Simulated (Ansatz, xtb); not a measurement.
Molecule: SiH3 (charge +1, singlet). SMILES of the parent species: [SiH3]
Structure (B3LYP-D3(BJ)/def2-TZVP (Ansatz, an electronic-structure program) minimum search):
```
Si
H 1 1.4675
H 1 1.4675 2 120.00
H 1 1.4675 2 120.00 3 180.00
```
Charge +1, spin multiplicity 1.

Harmonic wavenumbers from GFN2-xTB (xtb, at its own minimum), cm⁻¹: 671, 672, 741, 2311, 2316, 2317.

**Question.** Give the harmonic wavenumbers at B3LYP-D3(BJ)/def2-TZVP (Ansatz, finite differences of forces, unscaled).

**Answer.** 841, 946, 946, 2273, 2353, 2353 cm⁻¹. Zero-point energy 13.9 kcal/mol.

**Question.** From these and the geometry, give the ideal-gas thermochemistry at 298.15 K and 1 atm (rigid rotor, harmonic oscillator).

**Answer.** Point group D3h, rotational symmetry number 6. Rotational constants 155.2, 155.2, 77.6 GHz. S(trans) 36.24, S(rot) 12.24, S(vib) 0.41, S(elec, spin only) 0.00, S 48.9 cal/(mol K). H(298) - H(0) 2.47 kcal/mol; G - E(el) 1.8 kcal/mol.
